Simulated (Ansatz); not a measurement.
Calculated with Ansatz (gas phase, PBE0-D4/def2-TZVP geometries, no zero-point term in ΔE). CBS: MP2 limit from def2 TZ/QZ plus the TZ coupled-cluster correction, frozen cores. DFT in def2-TZVPP. B3LYP here is the variant with VWN-RPA as its local correlation; programs differ in this. Each species was taken in one conformer, which may not be the lowest.

Consider the isomerisation: `C#CC(C)(C)F` → `C=CC(=C)CF`.

`C#CC(C)(C)F`:

```xyz
13

C    -1.431    1.015    1.795
C    -0.875    0.608    0.813
C    -0.171    0.096   -0.363
C     1.223    0.689   -0.460
C    -0.160   -1.421   -0.369
F    -0.877    0.510   -1.498
H    -1.933    1.381    2.659
H     1.816    0.407    0.410
H     1.165    1.777   -0.507
H     1.712    0.316   -1.362
H     0.372   -1.799    0.505
H     0.339   -1.776   -1.273
H    -1.181   -1.803   -0.350
```

`C=CC(=C)CF`:

```xyz
13

C    -0.645   -1.780   -0.668
C    -0.233   -1.081    0.389
C     0.169    0.320    0.386
C     0.568    0.926    1.505
C     0.116    1.046   -0.920
F     0.519    2.357   -0.797
H    -0.925   -2.822   -0.571
H    -0.721   -1.351   -1.661
H    -0.180   -1.572    1.357
H     0.600    0.384    2.443
H     0.867    1.965    1.509
H    -0.905    1.045   -1.317
H     0.770    0.562   -1.654
```

Q: Is it downhill or uphill in electronic energy at CCSD(T)/CBS, and by how much? (Estimate.)

A: Ansatz gave: Downhill: ΔE = -42.6 kJ/mol.

Q: What do these levels give: r2SCAN-D4, PBE0-D4, ωB97X-V, PBE, r2SCAN, PBE0, B3LYP, HF/def2-TZVPP, MP2/def2-TZVPP, HF/def2-QZVPP, SCS-MP2/def2-QZVPP, CCSD/CBS(def2)? (An estimate is asked.)

A: The calculation gave: r2SCAN-D4 -53.5, PBE0-D4 -56.1, ωB97X-V -43.1, PBE -57.5, r2SCAN -53.4, PBE0 -55.5, B3LYP -55.7, HF/def2-TZVPP -48.7, MP2/def2-TZVPP -30.0, HF/def2-QZVPP -49.1, SCS-MP2/def2-QZVPP -32.4, CCSD/CBS(def2) -41.3 kJ/mol.

Largest T1 diagnostic among the species: 0.011.

In def2-TZVPP, CCSD(T) changes the Hartree–Fock value by +6.0 kJ/mol (the triples alone add −1.3 kJ/mol) and MP2 by +18.7 kJ/mol.
